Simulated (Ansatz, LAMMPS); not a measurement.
# Rock-salt SrO: properties by level of theory

Reference values: lattice constant a 5.16 Å (measured, 300 K, not corrected to a static lattice; as tabulated in Santana et al. (2016), arXiv:1608.06321); bulk modulus 91 GPa (measured, 300 K, not corrected to a static lattice; as tabulated in Santana et al. (2016), arXiv:1608.06321); zone-centre TO phonon frequency 224 cm⁻¹ (measured, temperature not stated, not corrected to a static lattice; as tabulated in Roshan et al. (2021), arXiv:2110.13857); elastic constant C11 175 GPa (measured, temperature not stated, no zero-point or thermal correction; as tabulated in Oses et al. (2018), arXiv:1811.08464); elastic constant C44 55.9 GPa (measured, temperature not stated, not corrected to a static lattice; as tabulated in Oses et al. (2018), arXiv:1811.08464).

| level (code) | lattice parameter a (Å) | bulk modulus (GPa) | zone-centre TO phonon frequency (cm⁻¹) | elastic constant C11 (GPa) | elastic constant C44 (GPa) |
|---|---|---|---|---|---|
| ionic model lewis1985b (shell model, LAMMPS) | 5.157 | 110 | 209 | 182 | 74.2 |
| ionic model pedone2006 (rigid ions, LAMMPS) | 5.145 | 76.0 | 298 | 171 | 28.4 |
| B3LYP (VWN-RPA form) (Ansatz) | 5.201 | 88.3 | 201 | 165 | 58.2 |

Differences from the reference values (errors of the level alone only where the reference is corrected to a static lattice):

```json
[
 {"level": "ionic model lewis1985b", "lattice constant a (%)": "-0.06", "bulk modulus (%)": "+21", "zone-centre TO phonon frequency (%)": "-6.7", "elastic constant C11 (%)": "+4.0", "elastic constant C44 (%)": "+33"},
 {"level": "ionic model pedone2006", "lattice constant a (%)": "-0.29", "bulk modulus (%)": "-16.5", "zone-centre TO phonon frequency (%)": "+33", "elastic constant C11 (%)": "-2.3", "elastic constant C44 (%)": "-49"},
 {"level": "B3LYP (VWN-RPA form)", "lattice constant a (%)": "+0.79", "bulk modulus (%)": "-3.0", "zone-centre TO phonon frequency (%)": "-10.3", "elastic constant C11 (%)": "-5.7", "elastic constant C44 (%)": "+4.1"}
]
```

Nearest: lattice constant a, not ranked (reference at room or unstated temperature); bulk modulus, not ranked (reference at room or unstated temperature); zone-centre TO phonon frequency, not ranked (one source); elastic constant C11, not ranked (reference at room or unstated temperature); elastic constant C44, not ranked (reference at room or unstated temperature).

Empirical potentials (ionic model lewis1985b, ionic model pedone2006) are fitted to chosen data: where that held the value shown, agreement is built in, and what lay outside the fit can be far off.

Ansatz's density-functional and Hartree–Fock values are scalar-relativistic unless marked +SOC, with PAW data made under PBE.

Differences are worked out from the printed values.

Ansatz is a quantum-chemistry and plane-wave program.
